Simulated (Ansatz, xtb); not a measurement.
# Relative energy of two isomers of H2N2

Structure I: `[H]/N=N/[H]`, a singlet. Structure II: `[H]/N=N\[H]`, a singlet. Both are isolated molecules in the gas phase, relaxed with B3LYP-D4/def2-TZVP.

I (Å):

```xyz
4

N     0.4013   -1.1275    0.0213
N    -0.5680   -1.3956   -0.6960
H     0.8855   -2.0195    0.2217
H    -1.0522   -0.5036   -0.8963
```

II (Å):

```xyz
4

N    -2.1350    0.9102   -0.4609
N    -2.7757    1.3247    0.5077
H    -2.7308    0.7172   -1.2913
H    -3.7950    1.4056    0.3176
```

Energies in hartree; the thermal terms are from B3LYP-D4/def2-TZVP harmonic frequencies (ideal gas, rigid rotor, one conformer each, 600 K, 1 atm) and include the zero-point energy:

```
                                I           II
E, CCSD(T)/def2-TZVPP  −110.481634  −110.472852
    zero-point energy     0.028235     0.027525
         H(600 K) − E     0.036657     0.035992
         G(600 K) − E    −0.019459    −0.020233
```

Question: Work out ΔE, ΔE₀, ΔH and ΔG for I → II in kcal/mol (1 Eh = 627.51 kcal/mol) and the equilibrium ratio [II]/[I].

Answer: 1. ΔE = −110.472852 − (−110.481634) = +0.008782 Eh = +5.51 kcal/mol.
2. ΔE₀ = ΔE + ΔZPE = +0.008782 + (−0.000710) Eh = +5.07 kcal/mol.
3. ΔH = ΔE + (−0.000665) Eh = +5.09 kcal/mol.
4. ΔG = ΔE + (−0.000774) Eh = +5.03 kcal/mol, so ΔS = (ΔH − ΔG)/T = +0.5 J/(mol K).
5. kT = 1.9001 mEh, so K = [II]/[I] = exp(−ΔG/kT) = exp(−4.21) ≈ 0.015.

Structure I is favoured at this temperature. An error of 1 kcal/mol in ΔG would change K by a factor of 2.3. GFN2-xTB gave ΔE the other sign. Mirror images and further conformers aren't counted.

As drawn, both hold the same kinds of bond in the same numbers.

Other levels gave ΔE = −1.6 (GFN2-xTB); +11.6 (HF/STO-3G, GFN2-xTB geometries); +7.9 (r2SCAN-D4/def2-SVP, GFN2-xTB geometries); +5.6 (B3LYP-D4/def2-TZVP); +6.3 (HF/def2-TZVPP); +5.8 (MP2/def2-TZVPP) kcal/mol. The correlated steps freeze 2 core orbitals. Programs: Ansatz 0.2.0, xtb 6.7.1.
